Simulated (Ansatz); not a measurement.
C₃H₉N (`CN(C)C`). The species carries charge 0 and has multiplicity 1.

```xyz
13

C     0.484   -0.193   -1.274
N    -0.097   -0.464    0.017
C    -1.341    0.245    0.195
C     0.830   -0.177    1.084
H     1.394   -0.784   -1.405
H    -0.218   -0.471   -2.064
H     0.747    0.873   -1.411
H    -2.044   -0.033   -0.593
H    -1.215    1.344    0.169
H    -1.787   -0.021    1.157
H     1.740   -0.768    0.955
H     0.386   -0.443    2.046
H     1.120    0.890    1.125
```

Problem. List the harmonic frequencies (cm⁻¹, unscaled) at PBE0-D4/def2-TZVP in Ansatz. (Best estimate.)

Solution. Ansatz gave: 254, 269, 269, 347, 420, 420, 862, 1065, 1077, 1077, 1119, 1119, 1206, 1321, 1321, 1432, 1432, 1472, 1472, 1474, 1480, 1492, 1505, 1505, 2921, 2921, 2934, 3075, 3075, 3078, 3121, 3125, 3125.

Problem. Is this a minimum?

Solution. Yes, all 33 modes are real.

Problem. Give the ideal-gas thermochemistry at 298.15 K and 1 bar (rigid rotor, harmonic oscillator; point group C3v, symmetry number 3).

Solution. Zero-point energy 315.8 kJ/mol; H(298) − E = 332.6 kJ/mol; entropy 287.8 J/(mol·K), of which translation 159.7, rotation 92.2, vibration 35.8; G(298) − E = 246.7 kJ/mol.

Problem. Rotational constants (cm⁻¹)?

Solution. 0.2941, 0.2941, 0.1667.
